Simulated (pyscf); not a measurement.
Structures and frequencies: ωB97X-D3(BJ)/def2-SVP in PySCF.

### Question
Estimate by transition-state theory the rate constant of •H₂Si–Cl (SMILES [SiH2]Cl) + H₂O (SMILES O) -> HO–SiH•–Cl (SMILES O[SiH]Cl) + H₂ (SMILES [H][H]) (doublet surface; H–Si, H–O broken, O–Si, H–H formed) at 600 K, with ωB97M-D3(BJ)/def2-TZVP energies (ideal gas, 1 atm, RRHO with modes under 100 cm⁻¹ raised to 100, one conformer, R ln 2 for chiral ones without a mode under 150 cm⁻¹; no tunnelling).

### Answer
The electronic barrier is 25.3 kcal/mol and the thermal terms add +17.8, so ΔG‡ = 43.1 kcal/mol. With k_BT/h = 1.25e+13 s⁻¹ and RT = 1.192 kcal/mol, and a volume of 8.18e-20 cm³ per molecule at 1 atm, k = 2.0e-22 cm³ molecule⁻¹ s⁻¹. Wigner's tunnelling factor for 1420i cm⁻¹ would be 1.48, likely too low at so high a frequency. A shift of 1 kcal/mol in the barrier changes k by a factor 2.3. The same reactants have a lower exit, to HO–SiH₂• + HCl (barrier +13.0 kcal/mol at ωB97M-D3(BJ)/def2-TZVP, against +25.3 kcal/mol here). One saddle was located; it need not be the lowest between these sides.
